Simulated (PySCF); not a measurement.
PySCF input:

```python
from pyscf import gto, scf, dft

mol = gto.M(
    atom='''
    C     0.04224489   -0.56967492    0.04211330
    O    -0.04486502    0.78779394   -0.03501777
    H     1.07433732   -0.94369547   -0.01301193
    H    -0.49479825   -0.99234206    0.90297455
    H    -0.47408828   -0.94826445   -0.86250030
    ''',
    basis='def2-tzvpd',
    charge=0,
    spin=1,
    verbose=4,
)

mf = dft.UKS(mol, xc='tpss').density_fit(auxbasis='def2-universal-jkfit')
mf.grids.level = 3
mf.conv_tol = 1e-9
mf.max_cycle = 100
mf.max_memory = 1500
mf.kernel()
if not mf.converged:
    mf = mf.newton()
    mf.kernel(mf.make_rdm1())
for _ in range(2):
    mo, _, stable, _ = mf.stability(return_status=True)
    if stable:
        break
    mf.kernel(mf.make_rdm1(mo, mf.mo_occ))
mf.analyze()
```

**Question.** What final total energy does it print?

**Answer.** -115.11889 Eh (TPSS/def2-TZVPD).

It need not be the lowest isomer of its formula.
